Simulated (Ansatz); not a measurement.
This geometry of CH₃NS (6 atoms, charge 0, multiplicity 1) is a first-order saddle point.

These are results of RKS r2SCAN/6-31G* in Ansatz, not measurements.

```xyz
6
Properties=species:S:1:pos:R:3
N -0.718 0.078 -0.392
C 0.404 0.267 0.241
S 1.180 -1.236 0.484
H -0.292 -1.278 -0.323
H -1.323 0.871 -0.625
H 0.792 1.234 0.569
```

Question: Which two structures does it join? (They come from a converged band through this point; their orientation in space is the band's.)

Answer: Bonds broken: N1–H4. Bonds formed: S3–H4.

Initial state:

```xyz
6
Properties=species:S:1:pos:R:3
N -0.632 -0.058 -0.362
C 0.526 0.133 0.293
S 1.588 -1.044 0.733
H -0.905 -0.998 -0.624
H -1.242 0.712 -0.604
H 0.707 1.191 0.518
```

Final state:

```xyz
6
Properties=species:S:1:pos:R:3
N -0.908 0.359 -0.463
C 0.211 0.300 0.141
S 1.057 -1.224 0.422
H 0.115 -1.978 -0.183
H -1.218 1.335 -0.516
H 0.783 1.143 0.554
```

Question: How far does it lie above each of them?

Answer: 41.0 kcal/mol above the first and 26.0 kcal/mol above the second. This is the barrier of this one path; another mechanism may lie lower. The orbitals stay closed-shell, which can raise the energy where a bond breaks towards radicals; this wasn't checked here.

The run took 87 s on 1 thread of Arm Neoverse V2 (shared host), peak memory 0.11 GiB.
